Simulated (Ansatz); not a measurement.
Geometry optimisation, RKS B3LYP-D4/def2-mTZVP in Ansatz.

input.yaml

```yaml
crystal:
  periodic: [false, false, false]
  atoms:
    - { symbol: B, position_ang: [0.0, 0.0, 0.0] }
    - { symbol: F, position_ang: [0.8785, 0.0, 1.2404] }
    - { symbol: H, position_ang: [1.3883, 0.0, 0.0683] }
    - { symbol: H, position_ang: [-1.0305, 0.0, -0.595] }
basis:
  gaussian: { orbitals: def2-mTZVP }
hamiltonian:
  xc: b3lyp
  dispersion: d4
relax:
  f_tol: 0.15
  max_steps: 25
  restrain:
    - { distance: [1, 2], at: 0.92, k: 30.0 }
    - { distance: [0, 1], at: 2.52, k: 30.0 }
    - { distance: [0, 2], at: 2.39, k: 30.0 }
output:
  orbitals: {}
```

Launched with:

```bash
$ ansatz run input.yaml --threads 1 --pin off --max-ram 2048MiB --backend cpu --events-out ev --progress --plain --runs-dir out
```

Where does it end, and by what steps?

The run converged. The restraints hold the end off the free minimum; the threshold counts their pulls, which the force column leaves out. Restrained pairs: F2–H3 (1.28 → 0.93 Å), B1–F2 (1.52 → 2.52 Å), B1–H3 (1.39 → 2.38 Å). After 8 steps the energy has risen by 0.198 eV (the restraints' own energy left out); B1 moved furthest, 0.84 Å.

```csv
step,energy less start (eV),largest force component (eV/Å),accepted
0,0.0000,6.476,yes
1,1.9407,9.870,yes
2,2.7640,10.762,yes
3,1.2149,6.868,yes
4,0.3998,1.045,yes
5,0.2692,0.562,yes
6,0.2190,0.792,yes
7,0.2188,0.856,no
8,0.1976,0.360,yes
```

```xyz
4
Properties=species:S:1:pos:R:3
B -0.252 0.000 -0.801
F 1.151 0.000 1.297
H 1.711 0.000 0.551
H -1.374 0.000 -0.333
```

Run time: 6.1 s on 1 thread of Arm Neoverse V2, with other jobs on the host, peak memory 0.097 GiB.
